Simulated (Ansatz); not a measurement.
Geometry optimisation, Ansatz, UKS B3LYP-D4/def2-mTZVP.

input.yaml

```yaml
crystal:
  periodic: [false, false, false]
  atoms:
    - { symbol: B, position_ang: [0.0, 0.0, 0.0] }
    - { symbol: Cl, position_ang: [0.0, 0.0, 2.11] }
    - { symbol: H, position_ang: [1.0305, 0.0, -0.595] }
    - { symbol: H, position_ang: [-1.0305, 0.0, -0.595] }
    - { symbol: H, position_ang: [0.0, 0.0, 3.78] }
magnetization:
  spin_polarized: true
  initial_magnetization: 1
basis:
  gaussian: { orbitals: def2-mTZVP }
hamiltonian:
  xc: b3lyp
  dispersion: d4
relax:
  f_tol: 0.15
  max_steps: 25
  restrain:
    - { distance: [1, 4], at: 1.37, k: 30.0 }
    - { distance: [0, 1], at: 3.06, k: 30.0 }
```

Command:

```bash
$ ansatz run input.yaml --threads 1 --pin off --max-ram 2048MiB --backend cpu --events-out ev --progress --plain --runs-dir out
```

Where does it end, and by what steps?

The forces met the threshold. The restraints hold the end off the free minimum. After 5 steps the energy has fallen by 0.174 eV (the restraints' own energy left out); Cl2 moved furthest, 0.60 Å. Parted: B1–Cl2 (2.11 → 3.06 Å).

```
step  energy less start (eV)  largest force component (eV/Å)  accepted
   0                  0.0000                           2.426       yes
   1                  0.1637                           1.311       yes
   2                  0.0573                           1.331       yes
   3                 -0.0768                           0.973       yes
   4                 -0.1697                           1.015       yes
   5                 -0.1735                           0.991       yes
```

```xyz
5
Properties=species:S:1:pos:R:3
B 0.000 0.000 -0.353
Cl 0.000 0.000 2.712
H 1.072 0.000 -0.857
H -1.072 0.000 -0.857
H 0.000 0.000 4.054
```

Run time: 11 s on 1 thread of Arm Neoverse V2, with other jobs on the host, peak memory 0.11 GiB.
